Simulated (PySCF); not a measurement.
# C2Cl4: the cost of one run

Programs: PySCF 2.14.0, with density-fitted response routines of our own. Each step states its level of theory. These are calculated values for one molecule in the gas phase, unless marked as measured. Atoms count from 0, in the outputs and in this text.

## (1) The molecule as given

6 atoms, charge 0, multiplicity 1; geometry from: GFN2-xTB. The atoms were then displaced at random by about 0.01 Å, so the start is not that level's minimum.

Bonds of the start (Å): Cl0–C1 1.70, C1–Cl2 1.72, C1–C3 1.37, C3–Cl4 1.72, C3–Cl5 1.68.

## (2) Relaxing the molecule at PBE0-D3(BJ)/def2-TZVP

The job: settings as JSON, then the geometry in Å.

```
{"job": {"xc": "PBE0", "basis": "def2-TZVP", "d3": "d3bj", "grid": 2, "shake": 0.01, "kind": "geom"}, "charge": 0, "multiplicity": 1}
Cl    -2.005060    -0.721220    -0.034610
C     -0.615850     0.262170    -0.072150
Cl    -0.869410     1.946410    -0.292280
C      0.643910    -0.263190     0.060160
Cl     0.847460    -1.954110     0.267480
Cl     2.023110     0.699930     0.026740
```

Launch:

```console
OMP_NUM_THREADS=2 python probes_run.py task.json out
```

The driver reads the jobs from task.json and runs them one after another.

Q: Estimate the wall time and peak memory of this first job on 2 threads of Intel Xeon at 2.70GHz, shared host.

About 3.1 min, with a peak of 0.92 GiB.
